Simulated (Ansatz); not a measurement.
A structure drawn as `FCCOCF`, with this starting geometry:

Cartesian coordinates in Å:
```
F -0.2250 0.7698 -2.4157
C -0.8812 1.0289 -1.2059
C -0.4939 -0.0030 -0.1645
O 0.8008 0.2135 0.3178
C 1.2477 -0.7480 1.2123
F 0.3348 -0.9170 2.2252
H -0.6260 2.0100 -0.8824
H -1.9250 0.9371 -1.4660
H -1.2595 -0.0621 0.6550
H -0.4965 -1.0327 -0.6492
H 2.1741 -0.4657 1.6860
H 1.3497 -1.7308 0.6876
```

The species carries charge 0 and has multiplicity 1.

(1) Relax it with Ansatz at PBE-D4/def2-SVP and then PBE0-D4/def2-TZVP. Is the drawn bonding still there?

(2) Give the relaxed structure. (An estimate is asked.)

Atoms count as bonded under 1.1 times the sum of their covalent radii (H–H under 0.85 Å, pairs among N, O and F under 1.55 Å), and a drawn bond as lost past 1.3 times.

## Answers

(1) Yes, every drawn bond is still there and no new one forms.

(2) Computed: 
Z-matrix (Å, degrees):
```
C
C 1 1.498
F 1 1.380 2 110.7
H 1 1.094 2 109.8 3 119.4
H 1 1.094 2 110.5 3 -119.7
O 2 1.414 1 109.0 3 70.7
H 2 1.099 1 109.8 3 -50.1
H 2 1.097 1 109.1 3 -168.7
C 6 1.363 2 114.5 1 -166.0
F 9 1.383 6 111.2 2 -69.5
H 9 1.091 6 107.6 2 172.6
H 9 1.098 6 112.0 2 49.3
```
All modes are real.
